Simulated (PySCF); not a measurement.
# C6H10: calculation and literature

Numbering as in the mapped SMILES `[CH:1]#[C:2][C:3]([CH3:4])([CH3:5])[CH3:6]`. Hydrogens are named by the atom that carries them.

The experiment to reproduce: δ 13C C2 92.6; C1 66.8; C4/C5/C6 31.1; C3 27.4 ppm (measured; solution, not stated per compound (mostly CDCl3 or CCl4); Pretsch, Buehlmann, Badertscher, Structure Determination of Organic Compounds, 4th ed. (2009)).

Gas phase, non-relativistic, fast rotation and ring inversion assumed for equivalent nuclei, a single conformation. Shielding tensors at PBE0/pcSseg-1 (GIAO); geometry from GFN2-xTB; PySCF 2.14.0 with density-fitted response routines.

**Question.** Set the calculated values beside the experiment.

**Answer.** 
Reference values: measured (solution, not stated per compound (mostly CDCl3 or CCl4); Pretsch, Buehlmann, Badertscher, Structure Determination of Organic Compounds, 4th ed. (2009)).
```csv
atoms,quantity,reference,computed,"computed, scaled"
C2,δ 13C,92.6,97.7,93.0
C1,δ 13C,66.8,74.2,70.2
C4/C5/C6,δ 13C,31.1,32.9,29.9
C3,δ 13C,27.4,27.6,24.7
```

Computed shifts are σ(ref) − σ with the named reference compound (TMS for H and C) calculated as an isolated molecule at the same level. The measured values may be among those fitted. Scaled to experiment by linear calibration (H and C: mostly CDCl3 data, vs TMS): 13C (scatter 2.1 ppm rms, 2.3 ppm with the 13 outliers that the fit left out). Occasional misses reach two or three times the rms, and more in compound classes unlike the fitted ones.

**Question.** How far are the unscaled 13C shifts from the references?

**Answer.** Mean signed difference +3.63 ppm, mean absolute 3.63 ppm over 4 comparisons; the largest is +7.4 ppm at C1 (terminal alkyne carbon).
